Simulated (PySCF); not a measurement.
## ClH₅: BP86 against PBE0

Base calculation in PySCF with density fitting and no spin–orbit coupling, BP86/def2-TZVP (no relativity): singlet, C4v, Cl–H 1.285 Å, Cl–H 1.611 Å (×4); H–Cl–H 85.6° (×4), H–Cl–H 89.7° (×4), H–Cl–H 171.3° (×2); wavenumbers 485, 938 (×2), 1076, 1109 (×2), 1129, 1332 (×2), 1368, 1403, 2823 cm⁻¹; dipole moment 1.00 D, gap between the highest occupied and lowest empty levels 2.98 eV, polar-tensor charge of Cl 1.37 e, atomisation energy (no zero-point energy) 553 kJ/mol.

Task: What changes on going to PBE0/def2-TZVP (no relativity)?

Result: The point group stays the same. Changes: mean bond to Cl -0.044 Å, smallest bond angle -0.1 degrees, highest wavenumber +70 cm⁻¹, lowest wavenumber +45 cm⁻¹, dipole moment 0.00 D, gap between the highest occupied and lowest empty levels +1.72 eV, polar-tensor charge of Cl +0.26 e, atomisation energy (no zero-point energy) -131 kJ/mol. The new structure has Cl–H 1.275 Å, Cl–H 1.559 Å (×4); H–Cl–H 85.5° (×4), H–Cl–H 89.6° (×4), H–Cl–H 171.0° (×2), with wavenumbers 530, 1002 (×2), 1191, 1213 (×2), 1243, 1433 (×2), 1539, 1582, 2893 cm⁻¹.

Each species is the lowest minimum found with this bonding; other isomers or fragments can lie lower.
